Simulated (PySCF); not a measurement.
# CH₄F₂, a complex of two parts: interaction energy

The task here is to estimate one member of a computed series from the others.

Programs: PySCF 2.14.0. All values are calculated, for the isolated system unless a continuum is named. Atoms count from 0, parts from 1.

## Starting point

7 atoms, charge 0, multiplicity 1; geometry: GFN2-xTB. Parts: 1 = atoms 0–1, `F`, charge 0; 2 = atoms 2–6, `CF`, charge 0.

The first run:

What the job is given:

```
{"job": {"xc": "PBE0", "basis": "def2-SVPD", "d3": "d3bj", "grid": 2, "kind": "geom", "shake": 0.01}, "charge": 0, "multiplicity": 1, "parts": [{"atoms": "0-1", "charge": 0, "multiplicity": 1}, {"atoms": "2-6", "charge": 0, "multiplicity": 1}]}
F      0.489492    -0.010023    -0.039717
H     -0.465493    -0.033568     0.069037
C     -3.117818     0.925617    -1.048840
F     -2.251235     0.248289    -0.175208
H     -3.613452     0.187990    -1.671402
H     -2.468978     1.584642    -1.644329
H     -3.797767     1.503737    -0.449860
```

Command:

```console
$ OMP_NUM_THREADS=1 python cluster_run.py task.json out
```

This one command runs all jobs of the session in turn.

Steps of the session up to this table: Geometry optimisation at PBE0-D3(BJ)/def2-SVPD; Coupled-cluster interaction energy: CCSD(T) and MP2.

One of the session's tables, all rows but one given; the rest of the session is left out.

It belongs to the step «Coupled-cluster interaction energy: CCSD(T) and MP2». 

```
                 method  interaction energy (kcal/mol)
         HF/aug-cc-pVDZ                          -4.63
        MP2/aug-cc-pVDZ                          -5.02
       CCSD/aug-cc-pVDZ                          -4.88
    CCSD(T)/aug-cc-pVDZ                          -5.04
         HF/aug-cc-pVTZ                          -4.63
        MP2/aug-cc-pVTZ                              ?
    SCS-MP2/aug-cc-pVTZ                          -4.93
      MP2, extrapolated                          -5.63
CCSD(T), limit estimate                          -5.65
```

Q: Estimate the row for MP2/aug-cc-pVTZ from the others.

**Answer.** interaction energy (kcal/mol): -5.45. In the column «interaction energy (kcal/mol)» it lies between MP2, extrapolated (-5.63) and CCSD(T)/aug-cc-pVDZ (-5.04).
